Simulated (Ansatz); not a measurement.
The same path of Al$_{2}$BH$_{5}$ (8 atoms, charge 0, multiplicity 1) was run twice with different band settings.

These are results of Ansatz 0.2.0, UKS r2SCAN-D4/def2-mTZVP, not measurements.

Relaxed end points:

```xyz
8
Properties=species:S:1:pos:R:3
B -0.693 1.374 -1.372
Al 0.742 0.389 -0.189
Al 0.133 -1.547 1.418
H -0.999 0.990 -2.466
H -1.317 2.324 -0.990
H 2.282 0.832 -0.282
H 0.099 -3.070 0.931
H -0.247 -1.292 2.950
```

```xyz
8
Properties=species:S:1:pos:R:3
B -0.599 1.508 -1.470
Al -0.987 -0.064 -0.131
Al 0.344 -1.481 1.397
H -0.347 1.310 -2.624
H -0.635 2.656 -1.131
H 0.771 -0.130 0.262
H 0.923 -2.838 0.811
H 0.529 -0.961 2.886
```

Common settings: spring 5.0 eV/Å²; optimiser quadratic models (default); start path through a guess of the saddle point; force threshold 0.05 eV/Å; end points relaxed.

| run | movable images | climbing image | iteration limit |
| --- | --- | --- | --- |
| 1 | 7 | yes | 41 |
| 2 | 3 | no | 60 |

Problem. What does each run give, and how far can it be trusted?

Solution. Run 1: converged after 16 iterations, highest image 0.283 eV above the first end. A vibrational analysis at the climbing image gives one clearly imaginary mode, 270i cm⁻¹: a first-order saddle point.
Run 2: converged after 17 iterations, highest image 0.234 eV above the first end. No image climbed, so the highest image needn't sit at the top of the path. So few images can step over the top or miss a turn of the path.
